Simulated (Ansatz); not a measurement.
Relaxation of H$_{6}$OSi$_{2}$ (9 atoms, charge 0, multiplicity 1), to a largest force component of 0.03 eV/Å in at most 50 steps.

All numbers below come from RKS PBE0-D4/def2-SVP in Ansatz 0.2.0.

```xyz
9
Properties=species:S:1:pos:R:3
Si -1.587 -1.130 -0.068
Si 1.299 0.885 0.034
O -0.765 -2.073 -0.952
H 0.526 -0.293 -0.330
H -2.459 -0.030 -0.579
H -1.662 -1.209 1.421
H 0.384 2.066 0.091
H 1.908 0.676 1.382
H 2.355 1.108 -0.999
```

**Question.** Where does it end, and by what steps?

**Answer.** The forces met the threshold. After 5 steps the energy has fallen by 0.206 eV; O3 moved furthest, 0.62 Å.

```tsv
step	energy less start (eV)	largest force component (eV/Å)	accepted
0	0.0000	0.828	yes
1	-0.0898	0.655	yes
2	-0.1337	0.869	yes
3	-0.1871	0.954	yes
4	-0.1933	0.281	yes
5	-0.2060	0.022	yes
```

```xyz
9
Properties=species:S:1:pos:R:3
Si -1.526 -1.236 -0.146
Si 1.286 1.001 0.100
O -1.219 -2.488 -0.977
H 0.358 -0.145 -0.220
H -2.161 -0.001 -0.692
H -1.413 -1.165 1.340
H 0.458 2.236 0.188
H 1.934 0.706 1.407
H 2.283 1.093 -1.000
```

The run took 11 s on 2 threads of Intel(R) Xeon(R) Platinum 8259CL CPU @ 2.50GHz (Skylake/Cascade Lake) (shared host), peak memory 0.17 GiB.
